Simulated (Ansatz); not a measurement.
Consider the atomization: `[SiH]`• → H• + Si•.

Isolated molecules relaxed with PBE0-D4/def2-TZVP in Ansatz; ΔE leaves out vibrations. CCSD(T)/CBS is extrapolated from def2-TZVPP and def2-QZVPP, frozen cores. DFT in def2-TZVPP. Open shells (•) are unrestricted, without spin–orbit coupling. Spin–orbit coupling would lower the free atoms: a little for Si.

```json
{"level": "PBE0-D4", "ΔE (kJ/mol)": "299.7"}
{"level": "BLYP", "ΔE (kJ/mol)": "311.2"}
```

(1) What does CCSD(T)/CBS give? (Estimate.)

Largest T1 diagnostic among the species: 0.034.

Answers

(1) Ansatz gave: +308.9 kJ/mol. The listed levels differ from it by -9.2, 2.3 kJ/mol.

At CCSD(T), def2-SVP lies −25.8 kJ/mol from the extrapolated value and def2-TZVPP −8.2 kJ/mol: correlation converges slowly with the basis, and small sets miss more of it in the bonded molecule than in its fragments. In def2-TZVPP, CCSD(T) changes the Hartree–Fock value by +81.6 kJ/mol (the triples alone add +1.5 kJ/mol) and MP2 by +63.2 kJ/mol; breaking electron pairs costs correlation energy, which Hartree–Fock lacks.

CCSD(T)/CBS has its own doubt, a few kJ/mol and more with outer-core shells, so smaller differences from it don't rank the levels.
